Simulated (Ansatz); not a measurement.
PF, triplet: vertical spin and charge gaps

Geometry (PBE0/def2-TZVP stationary point for this spin):

```yaml
atoms:
  - { symbol: F, position_ang: [0.0000, 0.0000, 0.0000] }
  - { symbol: P, position_ang: [0.0000, 0.0000, 1.5934] }
```

Basis cc-pVTZ; Ansatz 0.2.0. Only valence electrons are correlated (noble-gas cores frozen). R marks a restricted (for open shells ROHF) determinant, U an unrestricted one. Active spaces: valence = (12e, 8o) chosen from the atoms' valence shells.

Gaps are energies of the second state less the first, at fixed atoms, for a selection of the levels run; each method lands on the state that its own search finds for that charge and spin.

For open shells CISD is restricted-active-space CI with the open shells as a complete middle space.

Q: PBE gives 9.611 eV for removing an electron, to the doublet. Estimate what UCCSDT(Q) gives in cc-pVTZ.

A: UCCSDT(Q) in cc-pVTZ gives 9.616 eV, so against it PBE is off by -0.005 eV, of which a good part can be the reference's own basis and frozen-core error.

```json
{"level": "UMP2", "gap (eV)": "9.598", "error (meV)": "-18"}
{"level": "BCCD(T)", "gap (eV)": "9.621", "error (meV)": "5"}
{"level": "RCCSDT", "gap (eV)": "9.623", "error (meV)": "7"}
{"level": "UCCSDT", "gap (eV)": "9.623", "error (meV)": "7"}
{"level": "MRCISD (valence space)", "gap (eV)": "9.394", "error (meV)": "-222"}
{"level": "MRCISD+Q (valence space)", "gap (eV)": "9.558", "error (meV)": "-58"}
{"level": "r2SCAN", "gap (eV)": "9.852", "error (meV)": "236"}
{"level": "PBE0", "gap (eV)": "9.811", "error (meV)": "195"}
{"level": "B3LYP", "gap (eV)": "9.714", "error (meV)": "98"}
{"level": "wB97M-V", "gap (eV)": "9.500", "error (meV)": "-116"}
```

Removing an electron, to the quartet: 14.030 eV at UCCSDT(Q).

```json
{"level": "RHF", "gap (eV)": "12.701", "error (meV)": "-1329"}
{"level": "UHF", "gap (eV)": "12.799", "error (meV)": "-1231"}
{"level": "RMP2", "gap (eV)": "13.894", "error (meV)": "-136"}
{"level": "UMP2", "gap (eV)": "13.851", "error (meV)": "-179"}
{"level": "CISD", "gap (eV)": "13.773", "error (meV)": "-257"}
{"level": "RCCSD", "gap (eV)": "14.023", "error (meV)": "-7"}
{"level": "UCCSD", "gap (eV)": "14.018", "error (meV)": "-12"}
{"level": "RCCSD(T)", "gap (eV)": "14.036", "error (meV)": "6"}
{"level": "UCCSD(T)", "gap (eV)": "14.034", "error (meV)": "4"}
{"level": "BCCD(T)", "gap (eV)": "14.041", "error (meV)": "11"}
{"level": "RCCSDT", "gap (eV)": "14.034", "error (meV)": "4"}
{"level": "UCCSDT", "gap (eV)": "14.033", "error (meV)": "3"}
{"level": "RCCSDT(Q)", "gap (eV)": "14.035", "error (meV)": "5"}
{"level": "CASSCF (valence space)", "gap (eV)": "12.486", "error (meV)": "-1544"}
{"level": "NEVPT2 (valence space)", "gap (eV)": "13.715", "error (meV)": "-315"}
{"level": "MRCISD (valence space)", "gap (eV)": "13.742", "error (meV)": "-288"}
{"level": "MRCISD+Q (valence space)", "gap (eV)": "14.004", "error (meV)": "-26"}
{"level": "PBE", "gap (eV)": "14.023", "error (meV)": "-7"}
{"level": "r2SCAN", "gap (eV)": "13.875", "error (meV)": "-155"}
{"level": "PBE0", "gap (eV)": "14.084", "error (meV)": "54"}
{"level": "B3LYP", "gap (eV)": "14.313", "error (meV)": "283"}
{"level": "wB97M-V", "gap (eV)": "14.268", "error (meV)": "238"}
{"level": "B2PLYP", "gap (eV)": "14.157", "error (meV)": "127"}
{"level": "RPA-PBE", "gap (eV)": "14.172", "error (meV)": "142"}
```

Quintet less triplet: 7.556 eV at UCCSDT(Q).

| level | gap (eV) | error (meV) |
| --- | --- | --- |
| RHF | 6.550 | -1006 |
| UHF | 6.595 | -961 |
| RMP2 | 7.397 | -159 |
| UCCSD | 7.526 | -30 |
| RCCSD(T) | 7.554 | -2 |
| UCCSD(T) | 7.554 | -2 |
| BCCD(T) | 7.559 | 3 |
| CASSCF (valence space) | 7.236 | -320 |
| MRCISD (valence space) | 7.518 | -38 |
| B3LYP | 7.802 | 246 |

Full CI isn't at hand for all of this; UCCSDT(Q) serves as the reference, and is uncertain by about the last step of the cluster series. The frozen core follows each run's orbitals, which can shift R against U totals by a few meV.
